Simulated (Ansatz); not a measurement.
## Worked example: correlation energy of H$_{2}$B–Al, triplet

Geometry: a point of a stretch scan, not a stationary point.

```xyz
4

B     0.0000   -0.0160    1.3612
Al    0.0000   -0.0160   -0.6970
H     0.0000    1.6917    2.1805
H     0.0000   -1.0936    1.8783
```

Basis 6-31G; Ansatz 0.2.0. Correlated methods freeze the noble-gas cores, which leaves 8 electrons in 20 orbitals. R marks a restricted (for open shells ROHF) determinant.

Full CI is exact within this basis and frozen core; it isn't the basis-set limit.

Runs differ by some tens of microhartree through their thresholds and, for an open shell, their frozen cores, so steps under 0.03 kcal/mol mean nothing.

| level | total energy (hartree) |
| --- | --- |
| RHF | -267.550443 |
| RMP2 | -267.634590 |
| RCCSD | -267.669451 |
| RCCSD(T) | -267.674190 |
| RCCSDT | -267.675679 |
| RCCSDT(Q) | -267.675899 |
| full CI | -267.675982 |

Task: What is the correlation energy at full CI, and what share of it do RMP2 and RCCSDT(Q) recover?

Result: E(corr) = -267.675982 − (-267.550443) = -0.125539 hartree = -3.416 eV. RMP2: -0.084147 / -0.125539 = 67.03 %. RCCSDT(Q): -0.125456 / -0.125539 = 99.93 %.

Task: By how many kcal/mol does RCCSD(T) miss full CI (1 hartree = 627.509 kcal/mol), and which steps make up the rest?

Result: -267.674190 − (-267.675982) = 0.001792 hartree = 1.12 kcal/mol. Steps: RCCSDT − RCCSD(T) = -0.93, RCCSDT(Q) − RCCSDT = -0.14, full CI − RCCSDT(Q) = -0.05 kcal/mol. Differences between like states or geometries often cancel part of this.
